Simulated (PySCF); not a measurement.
Molecule: Benzoquinone (SMILES O=C1C=CC(=O)C=C1).

Bonds (- single, = double, # triple, : aromatic): O1=C2 1.214 Å, C2-C3 1.483 Å, C3=C4 1.342 Å, C4-C5 1.483 Å, C5=O6 1.214 Å, C5-C7 1.484 Å, C7=C8 1.342 Å, C8-C2 1.483 Å. C3 carries H9; C4 carries H10; C7 carries H11; C8 carries H12.

Geometry PBE0-D3(BJ)/def2-SVP throughout; GIAO in PySCF 2.14, gas phase, one conformer, non-relativistic; equivalent atoms averaged; functional PBE0.

(1) How do the absolute shieldings σ depend on the basis set? (ppm; last column core-seconds on shared hosts with different chips, so compare them loosely)

(2) Which nucleus moves most, in ppm?

(3) Taking the largest basis, IGLO-III (320 functions), as the yardstick, rank the others by their worst heavy-atom deviation.

Answers

(1) 
| basis set | functions | O1/O6 | C2/C5 | C3/C4/C7/C8 | H9/H10/H11/H12 | core-s |
| --- | --- | --- | --- | --- | --- | --- |
| STO-3G | 44 | -431.2 | 100.3 | 130.2 | 25.75 | 3.9 |
| pcSseg-0 | 80 | -559.1 | -15.3 | 47.7 | 25.81 | 6.2 |
| 6-31G | 80 | -428.0 | 13.9 | 68.5 | 25.75 | 7.7 |
| 6-31G* | 120 | -365.7 | 14.7 | 64.1 | 25.53 | 13 |
| cc-pVDZ | 132 | -380.9 | 10.9 | 61.1 | 24.81 | 9.7 |
| def2-SVP | 132 | -397.5 | 7.0 | 59.5 | 24.87 | 9 |
| pcSseg-1 | 156 | -436.1 | -7.2 | 42.6 | 24.59 | 10 |
| aug-cc-pVDZ | 220 | -356.8 | 8.1 | 60.0 | 24.54 | 21 |
| 6-311+G(2d,p) | 240 | -398.7 | -4.8 | 46.2 | 24.71 | 37 |
| def2-TZVP | 272 | -408.6 | -6.7 | 45.0 | 24.69 | 30 |
| cc-pVTZ | 296 | -405.2 | -4.4 | 46.7 | 24.54 | 34 |
| IGLO-III | 320 | -418.8 | -13.4 | 38.7 | 24.58 | 36 |

(2) O1/O6 (ketone oxygen): from -559.1 ppm with pcSseg-0 to -356.8 ppm with aug-cc-pVDZ. The smallest spread is 1.27 ppm, at H9/H10/H11/H12. Proton shifts span only some 12 ppm, so a few tenths of a ppm matter as much there as several ppm in carbon.

(3) def2-TZVP 10.2 ppm (272 functions), cc-pVTZ 13.6 ppm (296 functions), pcSseg-1 17.3 ppm (156 functions), 6-311+G(2d,p) 20.0 ppm (240 functions), def2-SVP 21.3 ppm (132 functions), 6-31G 29.8 ppm (80 functions), cc-pVDZ 37.9 ppm (132 functions), 6-31G* 53.1 ppm (120 functions), aug-cc-pVDZ 61.9 ppm (220 functions), STO-3G 113.7 ppm (44 functions), pcSseg-0 140.3 ppm (80 functions).

A small basis that lands close on one nucleus may do so by chance; judge by the trend and by all nuclei.
